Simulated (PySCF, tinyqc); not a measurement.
Worked calculation: RHF in the sto-6g basis, for CH2, spin multiplicity 1. The lowest restricted solution is unstable here: a spin-polarised one lies 0.0299 hartree lower (PySCF). One step of it, computed by the program tinyqc.

Question. Iteration 8 (converged): orbitals. Diagonalise F' = X^T F X, C = X C', fill 4 alpha and 4 beta electrons from the bottom; D = 2 C_occ C_occ^T. Each column has its largest component positive (the first on a tie).

converged F (hartree), order 1C 1s, 1C 2s, 1C 2px, 1C 2py, 1C 2pz, 2H 1s, 3H 1s:
```
[[-11.150167, -2.852114, 0.000000, 0.000000, -0.025974, -0.658118, -0.658118],
 [-2.852114, -1.384812, 0.000000, 0.000000, -0.083220, -0.650136, -0.650136],
 [0.000000, 0.000000, 0.225628, 0.000000, 0.000000, 0.000000, 0.000000],
 [0.000000, 0.000000, 0.000000, -0.209260, 0.000000, -0.350438, 0.350438],
 [-0.025974, -0.083220, 0.000000, 0.000000, -0.243148, -0.281930, -0.281930],
 [-0.658118, -0.650136, 0.000000, -0.350438, -0.281930, -0.448129, -0.210036],
 [-0.658118, -0.650136, 0.000000, 0.350438, -0.281930, -0.210036, -0.448129]]
```

X, order 1C 1s, 1C 2s, 1C 2px, 1C 2py, 1C 2pz, 2H 1s, 3H 1s:
```
[[-0.286476, 0.000000, 0.775958, 0.000000, -0.601095, 0.000000, 0.169948],
 [1.181932, 0.000000, -0.349251, 0.000000, -0.307657, 0.000000, 0.434922],
 [0.000000, 0.000000, 0.000000, 1.000000, 0.000000, 0.000000, 0.000000],
 [0.000000, 1.021344, 0.000000, 0.000000, 0.000000, 0.628654, 0.000000],
 [0.614948, 0.000000, 0.615283, 0.000000, 0.648152, 0.000000, 0.220262],
 [-0.817130, -0.832025, -0.157085, 0.000000, 0.126754, 0.385849, 0.367636],
 [-0.817130, 0.832025, -0.157085, 0.000000, 0.126754, -0.385849, 0.367636]]
```

Give: F' = X^T F X; orbital energies; coefficients C; D after iteration 8.

Answer.

F' = X^T F X (hartree):
```
[[0.4612, 0.0000, 0.8213, 0.0000, -0.5014, 0.0000, 0.1235],
 [0.0000, 0.6433, 0.0000, 0.0000, 0.0000, 0.1089, 0.0000],
 [0.8213, 0.0000, -5.1630, 0.0000, 4.8488, 0.0000, -2.2259],
 [0.0000, 0.0000, 0.0000, 0.2256, 0.0000, 0.0000, 0.0000],
 [-0.5014, 0.0000, 4.8488, 0.0000, -5.0752, 0.0000, 2.2936],
 [0.0000, 0.1089, 0.0000, 0.0000, 0.0000, -0.4936, 0.0000],
 [0.1235, 0.0000, -2.2259, 0.0000, 2.2936, 0.0000, -1.8848]]
```

orbital energies (hartree): [-11.1525, -0.8169, -0.5039, -0.3058, 0.2256, 0.6133, 0.6536]

coefficients C, order 1C 1s, 1C 2s, 1C 2px, 1C 2py, 1C 2pz, 2H 1s, 3H 1s:
```
[[0.9959, -0.2082, 0.0000, 0.1252, 0.0000, -0.1532, 0.0000],
 [0.0183, 0.6847, 0.0000, -0.6043, 0.0000, 0.9841, 0.0000],
 [0.0000, 0.0000, 0.0000, 0.0000, 1.0000, 0.0000, 0.0000],
 [0.0000, 0.0000, 0.5293, 0.0000, 0.0000, 0.0000, 1.0762],
 [0.0046, 0.1564, 0.0000, 0.7706, 0.0000, 0.7792, 0.0000],
 [-0.0045, 0.2695, 0.4628, 0.2349, 0.0000, -0.8460, -0.7918],
 [-0.0045, 0.2695, -0.4628, 0.2349, 0.0000, -0.8460, 0.7918]]
```

D after iteration 8, order 1C 1s, 1C 2s, 1C 2px, 1C 2py, 1C 2pz, 2H 1s, 3H 1s:
```
[[2.1018, -0.3999, 0.0000, 0.0000, 0.1370, -0.0623, -0.0623],
 [-0.3999, 1.6687, 0.0000, 0.0000, -0.7168, 0.0850, 0.0850],
 [0.0000, 0.0000, 0.0000, 0.0000, 0.0000, 0.0000, 0.0000],
 [0.0000, 0.0000, 0.0000, 0.5604, 0.0000, 0.4899, -0.4899],
 [0.1370, -0.7168, 0.0000, 0.0000, 1.2366, 0.4463, 0.4463],
 [-0.0623, 0.0850, 0.0000, 0.4899, 0.4463, 0.6840, -0.1726],
 [-0.0623, 0.0850, 0.0000, -0.4899, 0.4463, -0.1726, 0.6840]]
```
